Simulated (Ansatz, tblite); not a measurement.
**(LiH)2 ring (Li₂H₂): rung by rung**

The task here is to estimate one member of a computed series from the others.

Program: Ansatz 0.2.0, Gaussian basis. Level of theory: as each input shows. These are calculated values, not measurements.

Plan: GFN1-xTB, GFN2-xTB, PBE-D4/def2-TZVP, r2SCAN-D4/def2-TZVP, LC-ωPBE/def2-TZVP, HF/def2-TZVP, PBE-QIDH/def2-TZVP, revPBE-D4/def2-TZVP, ωB97M-V/def2-TZVP, HSE06-D4/def2-TZVP, LDA/def2-TZVP, PBE-D4/def2-SVP, PBE0-D4/def2-SVP, HF/6-31G, B3LYP-D4/6-31G, PBE0-D4/def2-TZVPD, PBE-D4/def2-TZVPD, r2SCAN-D4/def2-TZVPD, CCSD(T)/def2-TZVPP, MP2/def2-TZVP, RPA/def2-TZVP, CCSD(T)/def2-TZVPD.

### The geometry

The singlet was relaxed beforehand with PBE-D4/def2-TZVP.

4 atoms, charge 0, spin multiplicity 1.

Bond lengths: Li1–H2 1.746 Å, Li1–Li3 2.283 Å, Li1–H4 1.746 Å, H2–Li3 1.746 Å, Li3–H4 1.746 Å. Angles: H2–Li1–Li3 49.2°, H2–Li1–H4 98.4°, Li3–Li1–H4 49.2°, Li1–H2–Li3 81.6°, Li1–Li3–H2 49.2°, Li1–Li3–H4 49.2°, H2–Li3–H4 98.4°, Li1–H4–Li3 81.6°.

Geometry (Å):

```xyz
4
H2Li2
Li    0.77700    0.48488   -0.68136
H    -0.73738    1.09518   -0.06151
Li   -0.77698   -0.48486    0.68139
H     0.73736   -1.09519    0.06148
```

PBE0-D4/def2-TZVP was run before; its log isn't repeated, and its numbers join the tables.

Set-up of the first run:

Tight binding, by tblite at 300 K electronic temperature and without a spin-polarisation term:

```python
tblite.interface.Calculator('GFN1-xTB', numbers, positions, charge=0, uhf=0).singlepoint()
```

Tight binding, by tblite at 300 K electronic temperature and without a spin-polarisation term:

```python
tblite.interface.Calculator('GFN2-xTB', numbers, positions, charge=0, uhf=0).singlepoint()
```

start.molden holds the orbitals of an earlier run on this state, given as this run's starting guess.

File in.yaml:

```yaml
crystal:
  periodic: [false, false, false]
  atoms:
    - {symbol: Li, position_ang: [0.776997, 0.484880, -0.681359]}
    - {symbol: H, position_ang: [-0.737376, 1.095177, -0.061514]}
    - {symbol: Li, position_ang: [-0.776978, -0.484860, 0.681388]}
    - {symbol: H, position_ang: [0.737356, -1.095187, 0.061485]}
basis:
  gaussian: {orbitals: def2-TZVP, initial_orbitals: start.molden}
hamiltonian: {xc: pbe, dispersion: d4}
scf: {omitted_lower_state_checks: [starts]}
output: {forces: true, orbitals: {seedname: orbitals}}
```

On the command line:

```sh
$ ansatz run in.yaml --threads 4 --pin off --events-out ev --progress --plain --max-ram 3916MiB
```

Steps of the session up to this table: PBE-D4/def2-TZVP; r2SCAN-D4/def2-TZVP; LC-ωPBE/def2-TZVP; HF/def2-TZVP; PBE-QIDH/def2-TZVP; revPBE-D4/def2-TZVP; ωB97M-V/def2-TZVP; HSE06-D4/def2-TZVP; LDA/def2-TZVP; PBE-D4/def2-SVP; PBE0-D4/def2-SVP; HF/6-31G; B3LYP-D4/6-31G; PBE0-D4/def2-TZVPD; PBE-D4/def2-TZVPD; r2SCAN-D4/def2-TZVPD; CCSD(T)/def2-TZVPP; MP2/def2-TZVP; RPA/def2-TZVP; CCSD(T)/def2-TZVPD.

One of the session's tables, all rows but one given; the rest of the session is left out.

It belongs to the step «Levels side by side». 

| level | HOMO (eV) | gap (eV) |
| --- | --- | --- |
| HF/6-31G | -8.54 | 9.43 |
| HF/def2-TZVP | -8.63 | 9.52 |
| LDA/def2-TZVP | -4.74 | 3.85 |
| PBE-D4/def2-SVP | -4.53 | 3.69 |
| PBE-D4/def2-TZVP | -4.68 | 3.79 |
| PBE-D4/def2-TZVPD | -4.66 | 3.73 |
| revPBE-D4/def2-TZVP | -4.65 | 3.74 |
| r2SCAN-D4/def2-TZVP | ? | ? |
| r2SCAN-D4/def2-TZVPD | -4.84 | 4.73 |
| B3LYP-D4/6-31G | -5.65 | 5.03 |
| PBE0-D4/def2-SVP | -5.69 | 5.32 |
| PBE0-D4/def2-TZVP | -5.81 | 5.43 |
| PBE0-D4/def2-TZVPD | -5.78 | 5.33 |
| HSE06-D4/def2-TZVP | -5.41 | 4.73 |
| LC-ωPBE/def2-TZVP | -8.53 | 9.32 |
| ωB97M-V/def2-TZVP | -7.99 | 8.24 |

**Question.** Estimate the row for r2SCAN-D4/def2-TZVP.

As computed: HOMO (eV): -4.88; gap (eV): 4.78. In the column «HOMO (eV)» it lies between HSE06-D4/def2-TZVP (-5.41) and r2SCAN-D4/def2-TZVPD (-4.84).
